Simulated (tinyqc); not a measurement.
The integration grid: Kohn-Sham R2SCAN on finer and finer grids in the sto-3g basis, for HF, spin multiplicity 1. Computed by the program tinyqc with PySCF. Self-consistent on each grid; the net force on the molecule should vanish.

Geometry (angstrom):
```
atom       x       y       z
F     0.0000  0.0000  0.0000
H     0.0000  0.0000  1.1760
```

Kohn-Sham energy on Becke grids (radial x angular points per atom):
```
grid       points  residual of the electron count  E (hartree)  E - finest (mhartree)  largest net force without grid terms (hartree/bohr)
10 x 14       274                       -7.68e-02   -98.684073             198.188850                                             1.50e-01
15 x 26       770                        4.08e-03   -98.903445             -21.183268                                             1.22e-01
20 x 50      1987                       -1.06e-03   -98.870157              12.105107                                             3.53e-02
30 x 86      5141                       -2.44e-04   -98.883472              -1.210001                                             2.44e-02
50 x 194    19367                       -4.94e-07   -98.881810               0.451365                                             9.99e-03
75 x 302    45251                       -2.04e-07   -98.882332              -0.070034                                             4.17e-03
120 x 590  141421                        4.00e-09   -98.882262               0.000000                                             6.63e-04
```

What does the comparison show, and why?

The energy is within 0.1 mhartree of the finest grid first at 75 x 302. The error has both signs, since quadrature is not variational. The electron count and the net force are cheap signs of a poor grid.
